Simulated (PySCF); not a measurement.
## NH₃, singlet: molecular constants

Computed with PBE in PySCF with N def2-TZVP, H def2-TZVP; no relativity; density-fitted integrals.

The structure is a minimum.

| Property | Result |
| --- | --- |
| Point group | C3v |
| Bond lengths | N–H 1.022 Å (×3) |
| Bond angles | H–N–H 106.3° (×3) |
| Entropy at 298.15 K and 1 bar | 192.7 J/(mol K) |
| Rotational constants | 9.75, 9.75, 6.246 cm⁻¹ |
| Lowest empty level | 0.20 eV |
| Enthalpy at 298.15 K above 0 K | 10.02 kJ/mol |
| Heat capacity Cp at 298.15 K | 35.1 J/(mol K) |
| Zero-point energy | 87.7 kJ/mol |
| Rotational symmetry number | 3 |
| Highest occupied level | -5.99 eV |
| Principal quadrupole moments (Buckingham, traceless) about the centre of mass | -2.82, 1.41, 1.41 D Å |
| Atomisation energy without zero-point energy | 1252 kJ/mol |
| Dipole moment | 1.70 D |
| Principal polarisabilities | 10.1, 11.3, 11.3 bohr³ |

Harmonic modes (masses in u: N 14.003, H 1.008):
```csv
symmetry,ω (cm⁻¹),"IR (km/mol, summed over degenerate members)",μ (u),type
a1,1022,154,1.18,bend
e,1627,39.4,1.07,bend
a1,3381,2.3,1.03,stretch
e,3505,1.1,1.09,stretch
```

In C3v the vibrations span 2a1 + 2e.

Charges (e):
| atom | Mulliken | Löwdin | polar tensor | Mayer order to N1 |
| --- | --- | --- | --- | --- |
| N1 | -0.68 | -0.40 | -0.42 | – |
| H2,3,4 | 0.23 | 0.13 | 0.14 | 0.94 |

Mulliken populations on N1: s 3.59, p 4.07, d 0.02, f 0.00.

Outer orbital energies (eV). occupied: -21.00, -11.12, -11.12, -5.99; empty: 0.20, 2.40, 2.40, 7.40.

Counting electrons, nitrogen keeps 2 of its valence electrons outside its bonds, so the VSEPR class is AX3E1 and the expected shape is trigonal pyramidal (C3v), as computed.

The final relaxation and frequency run took 8.1 s on 2 threads of a shared Arm Neoverse V1 host, with 49 basis functions and 8 gradients; the process peaked at 0.65 GiB.
